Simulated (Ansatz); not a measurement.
An Ansatz input:

```yaml
crystal:
  lattice:
    - [3.4349191509, 0.0, 0.0]
    - [-1.7174595754, 2.9747272446, 0.0]
    - [0.0, 0.0, 5.6736240058]
  atoms:
    - { symbol: Tm, position: [0.3333333333, 0.6666666667, 0.25], spin: 1.279 }
    - { symbol: Tm, position: [0.6666666667, 0.3333333333, 0.75], spin: -1.279 }
hamiltonian:
  xc: pbesol
  pseudopotentials:
    kind: paw
    azcp:
      Tm: "pseudopotentials/Tm.paw.azcp"
basis:
  ecutwfc: 420
  fft_grid_basis: typed
kpoints:
  mp_grid: { grid: [14, 14, 7], shift: [0, 0, 0] }
magnetization:
  spin_polarized: true
scf:
  occupations: { method: fermi_dirac, width: 0.05 }
output:
  stress: true
```

Terminal output

```
Warning: the record states the generating functional pbe (its physics header spells it `PBE`), which answers neither for hamiltonian.xc's functional nor for the pbesol family's — results may be inconsistent (PPs are generated against a specific XC)
Warning: where an SCF of this run starts from atoms to list the orders of its open shells, Tm (site 0, from 0) starts with 1.50 μB on its 4f shell, in the place of the 1.28 μB that the deck gives it: an open f shell starts with all that it can hold by Hund's first rule. To start from spheres of the given moment, type scf.initial_density.shell_occupations: []
Warning: where an SCF of this run starts from atoms to list the orders of its open shells, Tm (site 1, from 0) starts with -1.50 μB on its 4f shell, in the place of the -1.28 μB that the deck gives it: an open f shell starts with all that it can hold by Hund's first rule. To start from spheres of the given moment, type scf.initial_density.shell_occupations: []
Engine: ansatz 0.2.0, x86_64-unknown-linux-gnu
Pseudopotentials: kind: paw
Pseudopotential: Tm, paw, valence charge 23, recommended cutoff 420 eV (normal) 
Functional definition: PBEsol
  exchange = pbesol_x
  correlation = pbesol_c
Crystal: 2 atoms, lattice volume = 57.973 Å³
Basis set: ecut = 420 eV, 1123 PW (Γ)
Bands: 30, of which v1, the nominal top of the filled ones, is band 23 counted from 1 (22 counted from 0)
Symmetry: 12 space group operations
Space group: P-6m2 (ITA 187), of the structure as read, at distance tolerance 3.9e-5 Å
Magnetic group: BNS 194.267 (UNI 1497), of the structure as read, at distance tolerance 3.9e-5 Å
k-points: 96 of 1372 (time reversal used)
Non-local potential: Tm, projectors of the file, l = 0: 3, l = 1: 2, l = 2: 2, l = 3: 3
PAW form: soft (Blöchl's): semilocal exchange-correlation on the pseudo side does not see the compensation charge
PAW frozen core: Tm, regenerated for the run's functional, and the local potential with it (the file was generated under x = pbe(κ = 0.804, μ = 0.2195149727645171), c = pbe(β = 0.06672455060314922))
PAW one-centre angular grid: Tm, 590 points (default); XC on 64 Gauss nodes
Initial density: superposition of atomic densities (chi_scale 0.1, normalization cell)
Starting moments: Σ|m| = 2.558 μB on 2 of 2 sites
Starting magnetic order: antiferromagnet; an inversion exchanges its spin sublattices: spin-degenerate at every k-point
Initial wavefunctions: pseudopotential atomic-orbital guess
Functional: x = pbesol(κ = 0.804, μ = 0.12345679012345678), c = pbesol(β = 0.046)
SCF iter   1: F=—  HF=-25590.999895 eV  |F-HF|=—  |Δ(HF+E_count)|=         —  Δρ=1.88e-2 (↑1.88e-2 ↓1.88e-2)  dr2=4.11e-1  dr2_m=6.30e-2  M=-0.000 μB ∫|m|=2.776 μB  β_m=0.30  ethr=3.10e-3  ⟨swp⟩=5.3  Hψ=25087  notcnv=0
Mixer restart at iter 1: flushing history
spin=Collinear: Kerker preconditioning applied to the charge; magnetization (m = ρ↑ − ρ↓) channel mixes plain (no charge-response kernel on spin).
SCF iter   2: F=—  HF=-25590.896648 eV  |F-HF|=—  |Δ(HF+E_count)|=   1.03e-1  Δρ=1.07e-2 (↑1.07e-2 ↓1.07e-2)  dr2=8.55e-2  dr2_m=4.33e-2  M=-0.000 μB ∫|m|=2.748 μB  β_m=0.40  ethr=8.93e-4  ⟨swp⟩=3.0  Hψ=13332  notcnv=0  defer=34
...
SCF iter  30: F=—  HF=-25590.936200 eV  |F-HF|=—  |Δ(HF+E_count)|=   2.31e-7  Δρ=6.10e-6 (↑6.10e-6 ↓4.06e-6)  dr2=2.22e-8  dr2_m=8.21e-9  M=-0.000 μB ∫|m|=2.617 μB  β_m=0.89  ethr=1.03e-9  ⟨swp⟩=2.6  Hψ=43204  notcnv=0  defer=158
SCF iter  31: F=—  HF=-25590.936200 eV  |F-HF|=—  |Δ(HF+E_count)|=   3.76e-8  Δρ=5.01e-6 (↑3.74e-6 ↓5.01e-6)  dr2=2.22e-8  dr2_m=7.32e-10  M=-0.000 μB ∫|m|=2.617 μB  β_m=0.89  ethr=4.82e-11  ⟨swp⟩=3.1  Hψ=50971  notcnv=0  defer=158
SCF iter  32: F=—  HF=-25590.936200 eV  |F-HF|=—  |Δ(HF+E_count)|=   1.38e-8  Δρ=5.31e-6 (↑5.31e-6 ↓4.10e-6)  dr2=3.17e-8  dr2_m=6.12e-10  M=0.000 μB ∫|m|=2.617 μB  β_m=0.78  ethr=4.82e-11  ⟨swp⟩=3.1  Hψ=47674  notcnv=0  defer=158
SCF iter  33: F=—  HF=-25590.936200 eV  |F-HF|=—  |Δ(HF+E_count)|=   2.53e-9  Δρ=1.51e-6 (↑1.42e-6 ↓1.51e-6)  dr2=1.59e-9  dr2_m=3.36e-10  M=0.000 μB ∫|m|=2.617 μB  β_m=0.89  ethr=4.82e-11  ⟨swp⟩=2.4  Hψ=40797  notcnv=0  defer=158
SCF iter  34: F=—  HF=-25590.936200 eV  |F-HF|=—  |Δ(HF+E_count)|=   3.24e-8  Δρ=2.11e-6 (↑9.27e-7 ↓2.11e-6)  dr2=2.78e-9  dr2_m=3.69e-10  M=0.000 μB ∫|m|=2.617 μB  β_m=0.95  ethr=3.46e-12  ⟨swp⟩=3.1  Hψ=56826  notcnv=0  defer=158
SCF iter  35: F=—  HF=-25590.936201 eV  |F-HF|=—  |Δ(HF+E_count)|=   2.22e-8  Δρ=1.11e-6 (↑1.11e-6 ↓7.84e-7)  dr2=1.55e-9  dr2_m=6.54e-11  M=0.000 μB ∫|m|=2.617 μB  β_m=0.97  ethr=3.46e-12  ⟨swp⟩=3.0  Hψ=54741  notcnv=0  defer=158
SCF iter  36: F=—  HF=-25590.936201 eV  |F-HF|=—  |Δ(HF+E_count)|=   2.07e-9  Δρ=3.53e-7 (↑1.20e-7 ↓3.53e-7)  dr2=1.00e-10  dr2_m=1.18e-11  M=0.000 μB ∫|m|=2.617 μB  β_m=0.99  ethr=3.37e-12  ⟨swp⟩=2.2  Hψ=43685  notcnv=0  defer=158
SCF iter  37: F=-25590.936200 eV  HF=-25590.936201 eV  |F-HF|=2.01e-8  |Δ(HF+E_count)|=  1.60e-10  Δρ=4.90e-6 (↑4.90e-6 ↓3.76e-6)  dr2=1.98e-8  dr2_m=5.04e-9  M=0.000 μB ∫|m|=2.617 μB  ethr=1.00e-12  ⟨swp⟩=3.0  Hψ=74561  notcnv=0
SCF 2 converged in 37 iterations: F = -25590.936200 eV  dr2 = 1.98e-8
Symmetry: 1 space group operations
k-points: 688 of 1372 (time reversal used)
Initial density: read from a saved state, or passed on in memory by an earlier SCF of this step, an earlier step, the calling program or the single point that the run made first
Starting moments: Σ|m| = 2.558 μB on 2 of 2 sites; this step starts from the density that it was given
Initial wavefunctions: those read from a saved state, or passed on in memory by an earlier step or the calling program
iter 1 solved again at ethr=4.31e-11 eV; its pass at ethr=2.17e-6 eV (dr2=1.98e-8 eV) is discarded
SCF iter   1: F=—  HF=-25590.936201 eV  |F-HF|=—  |Δ(HF+E_count)|=         —  Δρ=4.90e-6 (↑4.90e-6 ↓3.76e-6)  dr2=1.98e-8  dr2_m=5.04e-9  M=0.000 μB ∫|m|=2.617 μB  ethr=4.31e-11  ⟨swp⟩=1.0  Hψ=230958  notcnv=0
spin=Collinear: Kerker preconditioning applied to the charge; magnetization (m = ρ↑ − ρ↓) channel mixes plain (no charge-response kernel on spin).
SCF iter   2: F=—  HF=-25590.936295 eV  |F-HF|=—  |Δ(HF+E_count)|=   9.49e-5  Δρ=1.99e-3 (↑1.41e-3 ↓1.99e-3)  dr2=2.24e-3  dr2_m=6.96e-4  M=-0.002 μB ∫|m|=2.600 μB  ethr=2.17e-6  ⟨swp⟩=2.9  Hψ=229139  notcnv=0
SCF iter   3: F=—  HF=-25590.936203 eV  |F-HF|=—  |Δ(HF+E_count)|=   9.28e-5  Δρ=1.33e-3 (↑8.03e-4 ↓1.33e-3)  dr2=1.20e-3  dr2_m=3.15e-4  M=-0.013 μB ∫|m|=2.614 μB  ethr=2.17e-6  ⟨swp⟩=1.9  Hψ=93935  notcnv=0
SCF iter   4: F=—  HF=-25590.936202 eV  |F-HF|=—  |Δ(HF+E_count)|=   1.04e-6  Δρ=5.57e-4 (↑5.44e-4 ↓5.57e-4)  dr2=3.17e-4  dr2_m=7.92e-5  M=0.007 μB ∫|m|=2.617 μB  ethr=2.17e-6  ⟨swp⟩=1.0  Hψ=88064  notcnv=0
SCF iter   5: F=—  HF=-25590.936200 eV  |F-HF|=—  |Δ(HF+E_count)|=   1.25e-6  Δρ=3.65e-5 (↑3.65e-5 ↓2.76e-5)  dr2=1.14e-6  dr2_m=2.65e-7  M=-0.000 μB ∫|m|=2.617 μB  ethr=1.31e-6  ⟨swp⟩=1.0  Hψ=88064  notcnv=0
SCF iter   6: F=—  HF=-25590.936200 eV  |F-HF|=—  |Δ(HF+E_count)|=   3.00e-8  Δρ=1.27e-5 (↑7.91e-6 ↓1.27e-5)  dr2=1.21e-7  dr2_m=2.89e-8  M=-0.000 μB ∫|m|=2.617 μB  ethr=4.63e-9  ⟨swp⟩=1.2  Hψ=88794  notcnv=0
SCF iter   7: F=—  HF=-25590.936201 eV  |F-HF|=—  |Δ(HF+E_count)|=   6.28e-7  Δρ=3.66e-4 (↑3.66e-4 ↓3.54e-4)  dr2=1.37e-4  dr2_m=3.39e-5  M=-0.004 μB ∫|m|=2.617 μB  ethr=4.94e-10  ⟨swp⟩=2.0  Hψ=146243  notcnv=0
SCF iter   8: F=—  HF=-25590.936200 eV  |F-HF|=—  |Δ(HF+E_count)|=   5.00e-7  Δρ=1.96e-5 (↑2.78e-6 ↓1.96e-5)  dr2=1.85e-7  dr2_m=5.09e-8  M=-0.000 μB ∫|m|=2.617 μB  ethr=5.63e-7  ⟨swp⟩=1.0  Hψ=88064  notcnv=0
```

The calculation hadn't finished when its time ran out.

The f occupation was not exhaustively searched.
